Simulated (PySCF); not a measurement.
Species: 1,4-cyclohexadiene, C6H8.
Structure used (PBE0-D3(BJ)/def2-TZVP), in Å, numbered top down from 1:
```
atom  x, y, z in Å
C1    -0.1244    1.3792    0.2609
C2     0.9659    0.9585   -0.3669
C3     1.2264   -0.4741   -0.6991
C4     0.1176   -1.3801   -0.2742
C5    -0.9737   -0.9596    0.3519
C6    -1.2193    0.4690    0.7122
H7    -0.2476    2.4388    0.4659
H8     1.7220    1.6791   -0.6653
H9     2.1706   -0.7979   -0.2382
H10    1.4004   -0.5805   -1.7792
H11    0.2282   -2.4360   -0.5038
H12   -1.7414   -1.6769    0.6276
H13   -1.3527    0.5597    1.7999
H14   -2.1789    0.8012    0.2918
```

Computed with PySCF at wB97X-D/pcSseg-2, non-relativistic, on one gas-phase PBE0-D3(BJ)/def2-TZVP geometry that isn't relaxed in the solvent. The solvent is an IEF-PCM continuum (Bondi radii, 1.10 Å for H, scaled by 1.2). Specific hydrogen bonds and non-electrostatic terms are outside this model.

Gas phase at wB97X-D/pcSseg-2: HOMO -8.44 eV, LUMO 2.13 eV, dipole 0.01 D.

What does the continuum do to the energy, the frontier levels and the dipole at wB97X-D/pcSseg-2 in chloroform?

```tsv
solvent	ε	E(solvent) − E(gas) (kcal/mol)	polarisation term (kcal/mol)	distortion of the solute (kcal/mol)	HOMO (eV)	LUMO (eV)	dipole (D)
chloroform	4.711	-1.51	-1.62	0.11	-8.42	2.14	0.01
```

The first energy column is the sum of the next two and covers electrostatics alone. Charge and dipole vanish, so a point-dipole model would give no lowering at all.

The pairwise dispersion term of wB97X-D wasn't added to the energies; at a given geometry it leaves orbitals and properties as they are.
